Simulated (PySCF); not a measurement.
System: C$_{3}$H$_{8}$O, charge 0, multiplicity 1. 
Structure (B3LYP-D3(BJ)/def2-TZVP (Ansatz) minimum search):
SMILES: CCOC
```xyz
12

O      0.0190    -0.7104     0.0050
C     -0.0077     0.7049    -0.0051
C      1.3270    -1.2336    -0.0063
C     -1.4489     1.1652     0.0082
H      0.5319     1.0935     0.8711
H      0.5114     1.0804    -0.8992
H      1.2451    -2.3195     0.0026
H      1.8764    -0.9239    -0.9054
H      1.8970    -0.9108     0.8751
H     -1.9791     0.7881    -0.8672
H     -1.9585     0.8011     0.9012
H     -1.4989     2.2556     0.0008
```
Charge 0, spin multiplicity 1.

Dispersion corrections to the total energy (kcal/mol) from the dftd3 and dftd4 libraries through PySCF: D3(BJ) without and D4 with the three-body term, each with the damping fitted for the functional named.

| functional | D3(BJ) | D4 |
|---|---|---|
| HF | ? | -15.30 |
| CAM-B3LYP | -2.89 | -3.10 |
| LC-wPBE | -3.58 | -4.14 |
| PBE | -4.16 | -3.79 |
| TPSS | -5.06 | ? |
| BLYP | ? | -8.61 |
| TPSSh | -4.58 | -4.66 |

Problem. Some entries are withheld; supply them.

Solution. 
- HF, D3(BJ): -34.64
- TPSS, D4: -5.13
- BLYP, D3(BJ): -8.43
